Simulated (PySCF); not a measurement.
NaCl⁺: energy against distance

Set-up: basis Na def2-SVP, Cl def2-SVP; no relativity; PySCF 2.14. Energies in eV from Na⁺ + Cl in their ground configurations at the same level. State: ²Π (doublet), unpaired electrons π ↑.

All columns are BHandHLYP. A positive dipole points towards Cl; it is taken about the centre of mass and depends on that origin.

```json
{"R (Å)": "2.432", "E (eV)": "-0.297", "μ (D)": "-5.93", "Mulliken charge on Na (basis-dependent)": "0.87", "HOMO (eV)": "-16.52", "LUMO (eV)": "-10.53", "Mayer bond order": "0.25", "⟨S²⟩": "0.75"}
{"R (Å)": "2.545", "E (eV)": "-0.386", "μ (D)": "-6.24", "Mulliken charge on Na (basis-dependent)": "0.87", "HOMO (eV)": "-16.32", "LUMO (eV)": "-10.33", "Mayer bond order": "0.26", "⟨S²⟩": "0.75"}
{"R (Å)": "2.658", "E (eV)": "-0.428", "μ (D)": "-6.56", "Mulliken charge on Na (basis-dependent)": "0.87", "HOMO (eV)": "-16.13", "LUMO (eV)": "-10.13", "Mayer bond order": "0.26", "⟨S²⟩": "0.75"}
{"R (Å)": "2.743", "E (eV)": "-0.439", "μ (D)": "-6.81", "Mulliken charge on Na (basis-dependent)": "0.87", "HOMO (eV)": "-15.99", "LUMO (eV)": "-9.98", "Mayer bond order": "0.25", "⟨S²⟩": "0.75"}
{"R (Å)": "2.828", "E (eV)": "-0.439", "μ (D)": "-7.06", "Mulliken charge on Na (basis-dependent)": "0.87", "HOMO (eV)": "-15.85", "LUMO (eV)": "-9.84", "Mayer bond order": "0.25", "⟨S²⟩": "0.75"}
{"R (Å)": "2.913", "E (eV)": "-0.431", "μ (D)": "-7.32", "Mulliken charge on Na (basis-dependent)": "0.87", "HOMO (eV)": "-15.72", "LUMO (eV)": "-9.70", "Mayer bond order": "0.24", "⟨S²⟩": "0.75"}
{"R (Å)": "3.026", "E (eV)": "-0.412", "μ (D)": "-7.68", "Mulliken charge on Na (basis-dependent)": "0.88", "HOMO (eV)": "-15.54", "LUMO (eV)": "-9.52", "Mayer bond order": "0.23", "⟨S²⟩": "0.75"}
{"R (Å)": "3.167", "E (eV)": "-0.382", "μ (D)": "-8.14", "Mulliken charge on Na (basis-dependent)": "0.89", "HOMO (eV)": "-15.33", "LUMO (eV)": "-9.30", "Mayer bond order": "0.21", "⟨S²⟩": "0.75"}
{"R (Å)": "3.337", "E (eV)": "-0.343", "μ (D)": "-8.69", "Mulliken charge on Na (basis-dependent)": "0.90", "HOMO (eV)": "-15.09", "LUMO (eV)": "-9.05", "Mayer bond order": "0.19", "⟨S²⟩": "0.75"}
{"R (Å)": "3.563", "E (eV)": "-0.290", "μ (D)": "-9.45", "Mulliken charge on Na (basis-dependent)": "0.92", "HOMO (eV)": "-14.80", "LUMO (eV)": "-8.75", "Mayer bond order": "0.15", "⟨S²⟩": "0.75"}
```

A fit through these points gives, at Re = 2.783 Å, μ = -6.93 D and dμ/dR = -3.01 D/Å; the reduced mass is 13.87 u.

Q: How strong is the fundamental in the double-harmonic approximation, I = 42.26·(dμ/dR)²/μred km/mol?

A: I = 42.26·(-3.01)²/13.87 = 27.6 km/mol at BHandHLYP.

For an ion De counts to the pair picked by the measured ionisation energies or electron affinities, which need not be the lowest pair at this level. The state was picked by a PBE0 search and need not be the measured ground state.
